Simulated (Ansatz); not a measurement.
# CH₄SSi (SMILES CS[SiH]): energies and forces away from the minimum

An exercise on one series of results from a longer session: the logs are not shown, and one member is left open.

Computed with Ansatz 0.2.0, Gaussian basis. Level: single points with forces in def2-TZVPP.

Levels: PBE-D4, r2SCAN-D4, PBE0-D4, wB97M-V, Hartree-Fock, MP2, CCSD, CCSD(T). Each coordinate is moved by a Gaussian draw of the width named (0.7 of it for atoms other than hydrogen): 0.09, 0.09, 0.09, 0.09 Å.

Correlated methods freeze the cores.

6 further runs of the same task are left out: 6 set aside as unsound or not needed.

## Starting geometry

7 atoms, charge 0, spin multiplicity 1.

Atoms are counted from 1 here; the program's logs count them from 0.

Bond lengths: C1–S2 1.751 Å, C1–H4 1.090 Å, C1–H5 1.102 Å, C1–H6 1.085 Å, S2–Si3 2.129 Å, Si3–H7 1.523 Å. Angles: S2–C1–H4 109.7°, S2–C1–H5 114.6°, S2–C1–H6 115.2°, H4–C1–H5 102.5°, H4–C1–H6 106.4°, H5–C1–H6 107.3°, C1–S2–Si3 102.1°, S2–Si3–H7 108.9°.

Coordinates:

```mol
CH4SSi
  3D, bonds by distance, orders not assigned

  7  6  0  0  0  0  0  0  0  0999 V2000
   -0.8138    0.6434   -0.3067 C   0  0
   -0.1313   -0.3543    0.9605 S   0  0
    1.6287   -1.1128    0.0323 Si  0  0
   -1.7157    1.1360    0.0578 H   0  0
   -0.1826    1.4947   -0.6102 H   0  0
   -1.0985    0.1139   -1.2098 H   0  0
    2.3744   -1.9888    1.0304 H   0  0
  1  2  8  0
  1  4  8  0
  1  5  8  0
  1  6  8  0
  2  3  8  0
  3  7  8  0
M  END
```

The first run:

pre/in.yaml reads:

```yaml
crystal:
  periodic: [false, false, false]
  atoms:
    - {symbol: C, position_ang: [-0.813800, 0.643400, -0.306700]}
    - {symbol: S, position_ang: [-0.131300, -0.354300, 0.960500]}
    - {symbol: Si, position_ang: [1.628700, -1.112800, 0.032300]}
    - {symbol: H, position_ang: [-1.715700, 1.136000, 0.057800]}
    - {symbol: H, position_ang: [-0.182600, 1.494700, -0.610200]}
    - {symbol: H, position_ang: [-1.098500, 0.113900, -1.209800]}
    - {symbol: H, position_ang: [2.374400, -1.988800, 1.030400]}
basis:
  gaussian: {orbitals: def2-SVP}
hamiltonian: {xc: pbe, dispersion: d4}
relax: {f_tol: 0.03, max_steps: 250}
```

No record of the launch command was kept for these runs.

Steps of the session up to this table: A first relaxation in a small basis; Relaxation at PBE0-D4; The minimum at every level; Structure 1, width 0.09 Å; Structure 2, width 0.09 Å; Structure 3, width 0.09 Å; Structure 4, width 0.09 Å.

One of the session's tables, all rows but one given; the rest of the session is left out.

```
   method  RMS force component (eV/Å)  angle to CCSD(T) forces (°)  dipole (D)
   PBE-D4                           ?                            ?           ?
r2SCAN-D4                       2.365                          2.5        1.37
  PBE0-D4                       2.382                          3.2        1.26
  wB97M-V                       2.414                          2.1        1.15
  CCSD(T)                       2.414                    reference        1.21
```

**Question.** Estimate the row for PBE-D4.

The run gave: RMS force component (eV/Å): 2.323; angle to CCSD(T) forces (°): 4.2; dipole (D): 1.36. In the column «RMS force component (eV/Å)» it is the lowest.
